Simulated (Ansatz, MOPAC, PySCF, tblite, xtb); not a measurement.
Scan of HLi₂, doublet: collinear Li-H-Li surface. Scanned: Li-H distance and H-Li distance.

Levels of theory: GFN2-xTB, 300 K electronic temperature (tblite); UHF/def2-SVP (PySCF); FCI/cc-pVDZ = full CI/cc-pVDZ, frozen core (Ansatz, a first-principles code); UHF/cc-pVDZ (Ansatz); MP2/cc-pVDZ = MP2 on UHF/cc-pVDZ, frozen core (Ansatz); CCSD/cc-pVDZ = CCSD on UHF/cc-pVDZ, frozen core in Ansatz; CCSD(T)/cc-pVDZ = CCSD(T) on UHF/cc-pVDZ, frozen core in Ansatz; UKS-CAM-B3LYP/cc-pVDZ = unrestricted CAM-B3LYP/cc-pVDZ (Ansatz); UKS-BLYP/cc-pVDZ = unrestricted BLYP/cc-pVDZ run with Ansatz; UKS-PBE/cc-pVDZ = unrestricted PBE/cc-pVDZ (Ansatz); PM7, unrestricted, heats of formation (MOPAC); PM3, unrestricted, heats of formation (MOPAC); GFN1-xTB (xtb); UKS-B3LYP/6-31G* = unrestricted B3LYP/6-31G*, spherical d (PySCF); UKS-B3LYP/LANL2DZ = unrestricted B3LYP/LANL2DZ (PySCF); UMP2/6-31G* = unrestricted MP2 (frozen core)/6-31G*, spherical d (PySCF 2.14.0); UKS-B3LYP/6-311+G** = unrestricted B3LYP/6-311+G**, spherical d (PySCF).

Energies in eV at chosen points (x: Li-H distance (Å); y: H-Li distance (Å)), relative to x = 1.84, y = 1.71:

| method | (2.66, 3.43) | (4.09, 3.86) | (1.44, 3.43) | (1.84, 3.43) | (2.66, 2.22) | (1.36, 1.36) | (3.38, 2.22) |
|---|---|---|---|---|---|---|---|
| GFN2-xTB | 1.149 | 2.616 | 0.143 | 0.462 | 0.322 | 0.258 | 0.692 |
| UHF | 1.721 | 2.059 | 0.612 | 0.632 | 0.941 | 0.628 | 1.151 |
| FCI/cc-pVDZ | 1.671 | 2.689 | 0.598 | 0.593 | 0.844 | 0.679 | 1.056 |
| UHF/cc-pVDZ | 1.589 | 1.915 | 0.538 | 0.533 | 0.840 | 0.734 | 1.033 |
| MP2/cc-pVDZ | 1.968 | 2.551 | 0.572 | 0.575 | 0.863 | 0.690 | 1.070 |
| CCSD/cc-pVDZ | 1.672 | 2.690 | 0.591 | 0.587 | 0.847 | — | 1.052 |
| CCSD(T)/cc-pVDZ | 1.671 | 2.692 | 0.595 | 0.590 | 0.846 | — | 1.055 |
| UKS-CAM-B3LYP/cc-pVDZ | 1.848 | 2.901 | 0.640 | 0.681 | 0.932 | 0.563 | 1.179 |
| UKS-BLYP/cc-pVDZ | 1.794 | 2.834 | 0.917 | 0.897 | 0.891 | 0.624 | 1.280 |
| UKS-PBE/cc-pVDZ | 1.763 | 2.811 | 0.892 | 0.867 | 0.866 | 0.657 | 1.249 |
| PM7 | 1.234 | 1.410 | -0.519 | 0.390 | 0.867 | 0.757 | 0.936 |
| PM3 | 2.881 | 3.479 | 1.218 | 1.436 | 1.557 | 0.476 | 2.088 |
| GFN1-xTB | 2.235 | 4.355 | 0.903 | 1.178 | 1.085 | -0.061 | 1.618 |
| UKS-B3LYP/6-31G* | 1.860 | 2.929 | 0.855 | 0.838 | 0.926 | 0.694 | 1.282 |
| UKS-B3LYP/LANL2DZ | 1.924 | 2.992 | 0.881 | 0.870 | 0.959 | 0.679 | 1.330 |
| UMP2/6-31G* | 1.823 | 2.363 | 0.586 | 0.538 | 0.830 | 0.770 | 1.022 |
| UKS-B3LYP/6-311+G** | 1.908 | 2.951 | 0.830 | 0.877 | 0.983 | 0.491 | 1.336 |

Dashes: no converged value, or the column stops at the first point that the program doubted or that broke a chosen test of continuity, which isn't proof of a fault.
